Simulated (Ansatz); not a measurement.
Results of r²SCAN+rVV10 (plane waves, PAW; Ansatz, a program for electronic structure) for solid iodine.

Numerical settings: plane-wave cutoff 500 eV, 6×6×4 k mesh (along the axes of the cell as run), gaussian smearing 0.02 eV, scalar-relativistic PAW data made under PBE.

Computed at the level's own relaxed cell.

Task: What does this level give for the volume per atom, lattice parameter a, lattice parameter b and lattice parameter c?

Result: 
- volume per atom: 40.69 Å³/atom
- lattice parameter a: 7.337 Å
- lattice parameter b: 4.545 Å
- lattice parameter c: 9.762 Å

Spin–orbit coupling is not included.

The computed numbers hold no vibrational or temperature effects.
